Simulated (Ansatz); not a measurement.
# CF2 (triplet): wave-function methods side by side, def2-TZVPP

One table from this session's results is given with a row withheld; the runs are named, their logs left out.

Program: Ansatz 0.2.0, Gaussian basis. Level of theory: def2-TZVPP, core rule «outside noble gas», up to 3 orbitals frozen. These are calculated values, not measurements.

To be run: UHF; ROHF; CCSD(T) on UHF.

2 further runs of the same task are left out: 2 set aside as unsound or not needed.

## What is computed

The geometry is a PBE0/def2-TZVP stationary point (not a proven minimum).

3 atoms, charge 0, spin multiplicity 3.

Atoms are counted from 1 here; the program's logs count them from 0.

Bond lengths: C1–F2 1.309 Å, C1–F3 1.309 Å. Angles: F2–C1–F3 119.5°.

Set-up of the first run:

File in.yaml:

```yaml
crystal:
  periodic: [false, false, false]
  atoms:
    - {symbol: C, position_ang: [0.000000, -0.500907, 0.000000]}
    - {symbol: F, position_ang: [0.000000, 0.158336, -1.130366]}
    - {symbol: F, position_ang: [0.000000, 0.158336, 1.130366]}
basis:
  gaussian: {orbitals: def2-TZVPP}
magnetization: {spin_polarized: true, initial_magnetization: 2}
hamiltonian: {xc: hf}
output: {orbitals: {seedname: orbitals}}
```

Started as:

```bash
$ ansatz run in.yaml --threads 1 --pin off --events-out ev --progress --plain --max-ram 4096MiB --backend cpu
```

Steps of the session up to this table: UHF; ROHF; CCSD(T) on UHF.

One of the session's tables, all rows but one given; the rest of the session is left out.

It belongs to the step «Misses and costs». 

```
  method  from UCCSD(T) (meV)
    ROHF             +17023.9
     UHF                    ?
    UMP2               +740.6
   UCCSD               +508.8
UCCSD(T)                    0
```

**Question.** Estimate the row for UHF.

The run gave: from UCCSD(T) (meV): +16919.1. In the column «from UCCSD(T) (meV)» it lies between UMP2 (+740.6) and ROHF (+17023.9).

With the free atoms at the same levels and basis (separate runs), the atomisation energy is 8.383 eV at UCCSD(T), 5.761 eV at ROHF.
